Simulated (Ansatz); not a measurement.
# CF+: geometry and frequencies at several levels

An exercise on one series of results from a longer session: the logs are not shown, and one member is left open.

Program: Ansatz 0.2.0. Level of theory: the levels named in each step. These are calculated values, not measurements.

**The system as given**

Bond lengths: C1–F2 1.134 Å.

Structure file:

```xyz
2

C     0.0000    0.0000    0.0000
F     0.0000    0.0000    1.1338
```

The first run:

The input, input.yaml:

```yaml
crystal:
  periodic: [false, false, false]
  atoms:
    - { symbol: C, position_ang: [0.0, 0.0, -0.00956206] }
    - { symbol: F, position_ang: [0.0, 0.0, 1.14333206] }
total_charge: 1
basis:
  gaussian: { orbitals: def2-TZVPP }
hamiltonian:
  xc: pbe0
  dispersion: d4
phonons: {}
```

Launch:

```
$ ansatz run input.yaml --threads 1 --pin off --max-ram 2560MiB --backend cpu --events-out ev --progress --plain --runs-dir out
```

Among the steps run: Frequencies, PBE0-D4/def2-TZVPP; Relaxation, PBE-D4/def2-TZVPP; Frequencies, PBE-D4/def2-TZVPP; Relaxation, r2SCAN-D4/def2-TZVPP; Frequencies, r2SCAN-D4/def2-TZVPP; Relaxation, B3LYP-D4/def2-TZVPP; Frequencies, B3LYP-D4/def2-TZVPP; Relaxation, B2PLYP/def2-TZVPP; Frequencies, B2PLYP/def2-TZVPP.

One table of the session follows, with a row left open; its other results are not shown here.

It belongs to the step «Geometries side by side». 

```
               level  C1–F2 (Å)  rotational constants (MHz)  highest frequency (cm⁻¹)
  PBE0-D4/def2-TZVPP     1.1529                       51699                      1816
   PBE-D4/def2-TZVPP          ?                           ?                         ?
r2SCAN-D4/def2-TZVPP     1.1587                       51186                      1770
 B3LYP-D4/def2-TZVPP     1.1559                       51429                      1788
   B2PLYP/def2-TZVPP     1.1574                       51296                      1780
```

Q: Estimate the row for PBE-D4/def2-TZVPP from the others.

**Answer.** C1–F2 (Å): 1.1696; rotational constants (MHz): 50235; highest frequency (cm⁻¹): 1703. In the column «C1–F2 (Å)» it is the highest.
